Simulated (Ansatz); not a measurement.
System: furan, C$_{4}$H$_{4}$O (charge 0, singlet). SMILES: o1cccc1
Coordinates optimised at B3LYP-D3(BJ)/def2-TZVP (Ansatz, an electronic-structure program):
```
C
C 1 1.3552
O 2 1.3615 1 110.34
C 3 1.3615 2 106.94 1 0.00
C 4 1.3552 3 110.34 2 0.00
H 4 1.0753 5 133.63 1 -180.00
H 2 1.0753 1 133.63 5 -180.00
H 5 1.0766 4 126.47 6 0.00
H 1 1.0766 2 126.47 7 0.00
```
Charge 0, spin multiplicity 1.

Computed values are from Ansatz. Cores are frozen in the correlated levels unless marked. Open shells are spin-unrestricted. Spin-orbit coupling is left out. Non-relativistic. CBS marks a two-point X^-3 extrapolation of the correlation energy; Hartree-Fock from the larger set. The bracket is a focal-point correction in the basis named.

The atomisation energy De is 4149.2 kJ/mol at RI-MP2/CBS(cc-pVTZ,cc-pVQZ)+[CCSD(T)-MP2]/cc-pVTZ and the total energy is -229.7500 Eh at RI-MP2/CBS(cc-pVTZ,cc-pVQZ)+[CCSD(T)-MP2]/cc-pVTZ. The dipole moment comes out as 0.64 D at CCSD(T)/aug-cc-pVDZ and the T1 diagnostic is 0.013 at CCSD/cc-pVTZ. The measured enthalpy of formation, 298 K is -34.7 kJ/mol (G2/97 table in ASE (Curtiss et al.); older table, unchecked) and the measured dipole moment is 0.66 D (NIST CCCBDB, as tabulated in the package chemicals; older table, unchecked).

The Hartree-Fock reference is unstable (checked in the largest basis), which strains HF and MP2.
